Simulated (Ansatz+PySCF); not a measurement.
Two shapes of doublet C2H5S.

Shape 1:

```xyz
8

C    -1.3692    0.4159    0.0204
S     0.0896   -0.5949   -0.0185
C     1.3343    0.5961    0.0423
H    -2.2252   -0.2571   -0.0254
H    -1.4060    0.9905    0.9458
H    -1.3921    1.0847   -0.8410
H     1.1426    1.6109   -0.2790
H     2.3474    0.2311    0.1275
```

Shape 2:

```xyz
8

C    -1.3980    0.4358    0.0211
S     0.1184   -0.6148   -0.0193
C     1.3631    0.5762    0.0416
H    -2.2539   -0.2371   -0.0246
H    -1.4347    1.0104    0.9466
H    -1.4208    1.1046   -0.8402
H     1.1714    1.5910   -0.2797
H     2.3762    0.2112    0.1267
```

Basis set: cc-pVTZ on H, C; cc-pV(T+d)Z on S (spherical functions). Left uncorrelated: 7 orbitals. Correlation on ROHF uses semicanonical orbitals with singles. Charge 0, multiplicity 2.

Computed with Ansatz (development build ahead of 0.2.0); each method stands on the lowest determinant of its kind that the runs found.

Question: Which shape is lower in energy, and by how much in each method?

Answer:

```
  method  E(2) − E(1) (eV)
    ROHF             0.009
     UHF             0.010
ROHF-MP2             0.015
 UHF-MP2             0.015
```

Shape 1 is lower.
